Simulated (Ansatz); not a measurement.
**AlO+ (quintet): from Hartree-Fock to the top rungs, cc-pVTZ**

Aim: climb from Hartree-Fock through coupled cluster for AlO+ (quintet) at one geometry and basis, and see what each rung misses.

Computed with Ansatz 0.2.0, Gaussian basis. Level: cc-pVTZ, core rule «outside noble gas», up to 6 orbitals frozen.

Plan: UHF; CCSD(T) on ROHF; CCSD(T) on UHF; BCCD(T) on ROHF; CISD; CCSDT(Q) on ROHF; CCSDT(Q) on UHF.

13 further runs of the same task are left out: 4 for a known fault of the program, 3 that didn't finish, 6 set aside as unsound or not needed.

## (1) The system

The geometry is a PBE0/def2-TZVP stationary point (not a proven minimum) of the parent state, kept for this charge and spin.

2 atoms, charge 1, spin multiplicity 5.

Atoms are counted from 1 here; the program's logs count them from 0.

Bond lengths: Al1–O2 1.733 Å.

## (2) UHF

Input file in.yaml:

```yaml
crystal:
  periodic: [false, false, false]
  atoms:
    - {symbol: Al, position_ang: [0.000000, 0.000000, 0.000000]}
    - {symbol: O, position_ang: [0.000000, 0.000000, 1.732900]}
basis:
  gaussian: {orbitals: cc-pVTZ}
total_charge: 1
magnetization: {spin_polarized: true, initial_magnetization: 4}
hamiltonian: {xc: hf}
output: {orbitals: {seedname: orbitals}}
```

Command:

```bash
ansatz run in.yaml --threads 1 --pin off --events-out ev --progress --plain --max-ram 2393MiB
```

After this run come: CCSD(T) on ROHF; CCSD(T) on UHF; BCCD(T) on ROHF; CISD; CCSDT(Q) on ROHF; CCSDT(Q) on UHF.

Before running them: what should the planned runs give, taken together? Wanted: UCCSDT(Q) below the RHF energy; RMP2 from UCCSDT(Q); UMP2 from UCCSDT(Q); RCCSD from UCCSDT(Q); RCCSD(T) from UCCSDT(Q); UCCSD(T) from UCCSDT(Q); RCCSDT(Q) from UCCSDT(Q); T1 diagnostic.

The runs gave:

| quantity | value |
| --- | --- |
| UCCSDT(Q) below the RHF energy | -4.9272 eV |
| RMP2 from UCCSDT(Q) | +641.8 meV |
| UMP2 from UCCSDT(Q) | +647.6 meV |
| RCCSD from UCCSDT(Q) | +121.4 meV |
| RCCSD(T) from UCCSDT(Q) | +20.2 meV |
| UCCSD(T) from UCCSDT(Q) | +15.0 meV |
| RCCSDT(Q) from UCCSDT(Q) | +5.5 meV |
| levels within 1 kcal/mol (43 meV) | RCCSD(T), UCCSD(T), BCCD(T), RCCSDT, UCCSDT, RCCSDT(Q) |
| T1 diagnostic | 0.016 |

In words: RCCSD(T) lands +20.2 meV from the yardstick (0.4 % of the correlation energy). These misses are within one basis, not against nature; the frozen cores of restricted and unrestricted runs differ, which can shift their rows.
